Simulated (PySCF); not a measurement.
Dipole moment and polarisability of `[SiH3][SiH2]S`

Species: H6SSi2.
Cartesian coordinates in Å at the PBE0-D3(BJ)/def2-SVP level; atoms count from 1:
```
atom  x, y, z in Å
Si1   -1.2867    0.4917    0.1136
Si2    0.5996   -0.8709   -0.1530
S3     2.2832    0.0717    0.8119
H4    -2.4780   -0.0612   -0.6032
H5    -0.9738    1.8461   -0.4411
H6    -1.6011    0.6257    1.5681
H7     0.4426   -2.1733    0.5595
H8     0.8643   -1.1467   -1.6000
H9     2.1769    1.2289    0.1212
```

Level: CAM-B3LYP/def2-SVPD (PySCF), static field, nuclei fixed, core orbitals frozen in the response. The polarisability tensor in these axes (au):

```
x   95.83 -2.66  4.42
y   -2.66 76.77  3.15
z    4.42  3.15 71.99
```

Problem. Give the principal values, the mean and the anisotropy Δα = √{½[(α1 − α2)² + (α2 − α3)² + (α1 − α3)²]}.

Solution. Principal values 69.43, 78.33 and 96.84 au; mean 81.53 au = 12.08 Å³ = 13.44 × 10⁻⁴⁰ C²·m²/J; Δα = 24.22 au (30 % of the mean).

Problem. What is the dipole moment, and where does it point?

Solution. (-0.85, 0.24, -0.77) D, 1.17 D in size, pointing from the negative to the positive side. Measured along this direction, the outermost atoms are S3 at the negative end and H4 at the positive end.

Problem. Refractivity n − 1 of an ideal gas of it at 273.15 K and 1 atm, from the electronic α?

Solution. N = p/kT = 2.6868 × 10¹⁹ cm⁻³, so n − 1 = 2π × N × 12.08 × 10⁻²⁴ cm³ = 2040 × 10⁻⁶ at long wavelengths, for an ideal gas.

Problem. Molar refractivity from α?

Solution. Lorentz–Lorenz: R = (4π/3)N_A α = 2.5225 cm³/(mol·Å³) × 12.08 Å³ = 30.5 cm³/mol, in the limit of long wavelengths.

Problem. Give the eigenvalues of the traceless quadrupole moment Θ = ½Σq(3rr − r²1), origin at the centre of nuclear charge.

Solution. -3.85, -1.06, 4.92 D·Å. The values depend on the origin, since the dipole doesn't vanish. The electronic extent ⟨r²⟩ about the same centre is 648 bohr², a root-mean-square distance of 1.90 Å for the 50 electrons.

Problem. In a dilute gas of rigid molecules at 500 K, how does the orientational term μ²/3kT compare with the electronic polarisability?

Solution. In Gaussian units μ²/3kT = 6.66 Å³ against 12.08 Å³, a ratio of 0.55; the Debye molar polarisation (4π/3)N_A(α + μ²/3kT) is 47.3 cm³/mol, leaving out the vibrational part.

Geometry: PBE0-D3(BJ)/def2-SVP, one conformer, isolated molecule.
